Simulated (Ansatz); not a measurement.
# C3H4Cl2: a ladder of functionals and wavefunction methods

Aim: compute C3H4Cl2 with functionals from several rungs and with coupled cluster. The yardstick is the atomisation energy at the CCSD(T) limit.

Method: functionals in def2-TZVPP, the program's frozen cores in correlated methods; program: Ansatz 0.2.0, Gaussian basis.

The runs, in order: PBE-D4, r2SCAN-D4, PBE0-D4, B3LYP-D4, ωB97X-V, ωB97M-V, B2PLYP; CCSD(T)/def2-TZVPP; MP2/def2-QZVPP; extrapolation to the limit.

## 1. Structure used throughout

The geometry comes from an earlier relaxation with PBE0-D4 in a triple-zeta def2 set; it is a stationary point, not always the lowest conformer.

9 atoms, charge 0, spin multiplicity 1.

Atoms are counted from 1 here; the program's logs count them from 0.

Bond lengths: C1–C2 1.482 Å, C1–H6 1.089 Å, C1–H7 1.093 Å, C1–H8 1.093 Å, C2–Cl3 1.734 Å, C2–C4 1.327 Å, C4–Cl5 1.717 Å, C4–H9 1.080 Å. Angles: C2–C1–H6 110.6°, C2–C1–H7 110.2°, C2–C1–H8 110.2°, H6–C1–H7 109.1°, H6–C1–H8 109.1°, H7–C1–H8 107.4°, C1–C2–Cl3 114.9°, C1–C2–C4 128.1°, Cl3–C2–C4 117.0°, C2–C4–Cl5 123.2°, C2–C4–H9 122.6°, Cl5–C4–H9 114.2°.

## 2. PBE-D4 (GGA)

The input, in.yaml:

```yaml
crystal:
  periodic: [false, false, false]
  atoms:
    - {symbol: C, position_ang: [-0.249592, -1.007842, -0.522939]}
    - {symbol: C, position_ang: [0.487578, 0.154181, 0.026349]}
    - {symbol: Cl, position_ang: [2.204411, 0.109783, -0.212472]}
    - {symbol: C, position_ang: [-0.004526, 1.206174, 0.668429]}
    - {symbol: Cl, position_ang: [-1.678720, 1.411223, 0.990925]}
    - {symbol: H, position_ang: [-1.317828, -0.908212, -0.335365]}
    - {symbol: H, position_ang: [-0.081106, -1.087616, -1.599799]}
    - {symbol: H, position_ang: [0.109299, -1.933446, -0.065937]}
    - {symbol: H, position_ang: [0.618885, 2.009456, 1.033808]}
basis:
  gaussian: {orbitals: def2-TZVPP}
hamiltonian: {xc: pbe, dispersion: d4}
output: {forces: true, orbitals: {seedname: orbitals}}
```

On the command line:

```
$ ansatz run in.yaml --threads 4 --pin off --events-out ev --progress --plain --max-ram 10444MiB
```

After this run come: r2SCAN-D4 (meta-GGA); PBE0-D4 (hybrid); B3LYP-D4 (hybrid); ωB97X-V (range-separated); ωB97M-V (range-separated); B2PLYP (double hybrid); CCSD(T) in def2-TZVPP; MP2 in def2-QZVPP.

Q: Predict the results of all the runs planned. Wanted: atomisation energy, CCSD(T)/CBS; farthest; mean size of error, hybrid; mean size of error, range-separated; gap, smallest and largest; T1 diagnostic; triples share of the correlation energy.

The runs gave:

| quantity | value |
| --- | --- |
| atomisation energy, CCSD(T)/CBS | 819.2 kcal/mol |
| functionals within 4.1 kcal/mol (0.5 %) | B3LYP-D4, ωB97X-V |
| farthest | PBE-D4 (+30.6 kcal/mol) |
| mean size of error, hybrid | 7.1 kcal/mol |
| mean size of error, range-separated | 3.2 kcal/mol |
| gap, smallest and largest | 4.64 eV (PBE-D4), 11.25 eV (ωB97X-V) |
| T1 diagnostic | 0.0100 |
| triples share of the correlation energy | 4.5 % |

PBE-D4 is off by +30.6 kcal/mol. Double hybrids carry the basis error of their MP2 part in triple zeta, and no dispersion term here, so their miss is partly the set-up's. Misses under about 4.1 kcal/mol are within the doubt on the reference itself, which lacks core-valence correlation, relativity and higher excitations. Hartree-Fock recovers 72 % of the binding; the rest is correlation. Orbital gaps span 4.6 to 11.2 eV; exact exchange widens them.
